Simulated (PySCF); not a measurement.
Ionisation energies (eV) were calculated with PySCF 2.14 by LDA, PBE0, UHF, in another order, as differences of total energies without spin-orbit coupling. The measured values are between term centres (NIST).

```tsv
species	measured	A	B	C
B (dyall-av3z, non-relativistic)	8.297	8.042	8.647	8.647
F+ (dyall-av3z, non-relativistic)	34.950	33.390	35.255	35.281
Ne (dyall-av3z, non-relativistic)	21.597	19.662	21.451	22.189
Mg (dyall-av3z, non-relativistic)	7.646	6.605	7.542	7.721
Al+ (dyall-av3z, non-relativistic)	18.829	17.520	18.652	18.892
P (dyall-av3z, non-relativistic)	10.526	9.910	10.532	10.580
S (dyall-av3z, non-relativistic)	10.336	9.232	10.402	10.565
Cl+ (dyall-av3z, non-relativistic)	23.771	22.586	23.836	23.978
```

Task: Which column is which method?

Result: A is UHF (mean error -1.13 eV); B is PBE0 (mean error 0.05 eV); C is LDA (mean error 0.24 eV). Hartree-Fock lacks the correlation of the electron removed and comes out lowest. PBE0, with a quarter of exact exchange, lies close to experiment on average. LDA overbinds the outer electron and comes out highest.
